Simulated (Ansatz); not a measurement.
Basis-set extrapolation for C3H7NO2, SMILES `N=C(O)CCO` (PBE0-D4/def2-TZVP geometry, frozen core, Ansatz). Multiplicity 1, RHF reference.

```
                      def2-TZVPP   def2-QZVPP
                 HF  -321.982761  -321.997553
    MP2 correlation    -1.183709    -1.269197
CCSD(T) correlation    -1.263808      not run
```

Energies in hartree. Use E(X) = E(∞) + A·exp(−7.88·√X) for Hartree–Fock and E(X) = E(∞) + B·X^(−2.97) for correlation, with X = 3 and 4, and add CCSD(T) minus MP2 of the smaller set to the MP2 limit.

Question: What is the CCSD(T) energy at the basis-set limit?

Answer: HF limit: -321.997553 + (-0.014792) × 0.13774 = -321.99959. MP2 limit: -1.269197 + (-0.085488) × 0.74074 = -1.33252. Higher-order term: -1.263808 − (-1.183709) = -0.08010. Total: -323.41221 hartree, 434.9 kJ/mol below CCSD(T)/def2-TZVPP.
